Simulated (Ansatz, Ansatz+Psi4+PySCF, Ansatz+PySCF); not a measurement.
```yaml
atoms:
  - { symbol: C, position_ang: [0.0000, 0.0000, -0.0974] }
  - { symbol: H, position_ang: [0.0000, 0.9236, 0.2923] }
  - { symbol: H, position_ang: [0.0000, -0.9236, 0.2923] }
```

Basis set: cc-pVTZ (spherical functions). Correlated methods keep 1 orbital frozen. Charge 0, multiplicity 3.

Computed with Ansatz (development build ahead of 0.2.0); each method stands on the lowest determinant of its kind that the runs found.

(1) Give the atomization energy at this shape (free ground-state atoms in the same class of orbitals less the molecule, no zero-point energy) of triplet CH₂ by UHF-MP2, UHF.

Answers

(1)

| method | atomization energy |
| --- | --- |
| UHF-MP2 | 7.88 eV |
| UHF | 6.51 eV |

Caution: the shape is not the minimum.
